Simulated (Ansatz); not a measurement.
# SiH+ (triplet): from Hartree-Fock to the top rungs at distance Si1–H2 = 2.108 Å, cc-pVQZ

How much of the correlation energy of SiH+ (triplet) does each wave-function method recover here?

The runs use Ansatz 0.2.0, Gaussian basis; cc-pVQZ, core rule «outside noble gas», up to 5 orbitals frozen.

Plan: UHF; CCSD(T) on ROHF; CCSD(T) on UHF; BCCD(T) on ROHF; CCSDT(Q) on ROHF; CCSDT(Q) on UHF; CASSCF and NEVPT2, 4 electrons in 5 orbitals; Full CI.

17 further runs of the same task are left out: 2 for a known fault of the program, 12 that didn't finish, 3 set aside as unsound or not needed.

**1. The system**

The geometry derives from a PBE0/def2-TZVP stationary point (not a proven minimum). One bond is set to the value named and the two fragments are kept rigid.

2 atoms, charge 1, spin multiplicity 3.

Atoms are counted from 1 here; the program's logs count them from 0.

No contacts short enough for the rule that draws bonds.

**2. UHF**

in.yaml reads:

```yaml
crystal:
  periodic: [false, false, false]
  atoms:
    - {symbol: Si, position_ang: [0.000000, 0.000000, 0.000000]}
    - {symbol: H, position_ang: [0.000000, 0.000000, 2.108000]}
basis:
  gaussian: {orbitals: cc-pVQZ}
total_charge: 1
magnetization: {spin_polarized: true, initial_magnetization: 2}
hamiltonian: {xc: hf}
output: {orbitals: {seedname: orbitals}}
```

Command:

```console
$ ansatz run in.yaml --threads 1 --pin off --events-out ev --progress --plain --max-ram 2393MiB
```

After this run come: CCSD(T) on ROHF; CCSD(T) on UHF; BCCD(T) on ROHF; CCSDT(Q) on ROHF; CCSDT(Q) on UHF; CASSCF and NEVPT2, 4 electrons in 5 orbitals; Full CI.

**Question.** What will the summary of the whole plan be? Wanted: FCI below the RHF energy; RMP2 from FCI; UMP2 from FCI; RCCSD from FCI; RCCSD(T) from FCI; UCCSD(T) from FCI; RCCSDT(Q) from FCI; UCCSDT(Q) from FCI; NEVPT2 valence from FCI.

**Answer**, as computed:

| quantity | value |
| --- | --- |
| FCI below the RHF energy | -2.1070 eV |
| RMP2 from FCI | +572.9 meV |
| UMP2 from FCI | +573.1 meV |
| RCCSD from FCI | +75.0 meV |
| RCCSD(T) from FCI | +17.6 meV |
| UCCSD(T) from FCI | +17.0 meV |
| RCCSDT(Q) from FCI | 0.0 meV |
| UCCSDT(Q) from FCI | -0.8 meV |
| NEVPT2 valence from FCI | +308.3 meV |
| levels within 1 kcal/mol (43 meV) | RCCSD(T), UCCSD(T), BCCD(T), RCCSDT, UCCSDT, RCCSDT(Q), UCCSDT(Q) |
| T1 diagnostic | 0.046 |
| effectively unpaired electrons | 2.05 |

In words: RCCSD(T) lands +17.6 meV from the yardstick (0.8 % of the correlation energy). The occupations are near whole numbers, but T1 = 0.046 shows that the orbitals relax strongly. These misses are within one basis, not against nature; the frozen cores of restricted and unrestricted runs differ, which can shift their rows.
